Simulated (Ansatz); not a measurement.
Input for Ansatz (a first-principles code): R-PBE/def2-TZVPPD on H2O (SMILES O). Files ending in .json are basis or fitting sets from the Basis Set Exchange.

Ansatz 0.2 input:
```yaml
crystal:
  periodic: [false, false, false]
  atoms:
    - {symbol: O, position_ang: [2.27910186, -0.07301822, -0.05780718]}
    - {symbol: H, position_ang: [2.84945786, -0.66278722, 0.43921982]}
    - {symbol: H, position_ang: [2.85109786, 0.27796978, -0.74318018]}
basis:
  gaussian:
    orbitals: def2-TZVPPD.json
hamiltonian:
  xc: {name: PBE}
scf: {lower_state_search: off}
```

It printed:

```
WARN ansatz: RAYON_NUM_THREADS=1 ignored (pool sized by the plan → 1); use --threads N
Functional definition: PBE
these checks for a lower state are left out or cut short: stability, starts, cluster_reference, orbital_swaps, neighbouring_geometries, increment
integrals: 0.01 GiB planned
302 factors; their error is unknown
mean field: 0.11 GiB planned
mean field evaluation 1: about -2072.8466 eV, gradient 6.0e1 eV
mean field evaluation 2: about -2043.4617 eV, gradient 1.3e2 eV
mean field evaluation 4: about -2078.5004 eV, gradient 1.2e0 eV
mean field evaluation 8: about -2078.4997 eV, gradient 2.0e-2 eV
mean field -2078.49968814 eV, -76.3834546815 hartree, gradient 7.8e-6 eV, S^2 0.000000; 0 other end points of the search recorded, 0 dependent functions left out
reference -2078.49972768 eV, -76.3834561344 hartree; 5, 5 occupied and 69, 69 virtual orbitals, 302 factors
Total energy: -2078.49972768 eV, -76.3834561344 hartree
Checks for a lower state left out: stability, starts, cluster_reference, orbital_swaps, neighbouring_geometries, increment
```

Self-consistency was reached.

Cost: around 0.4 core-seconds (rough).
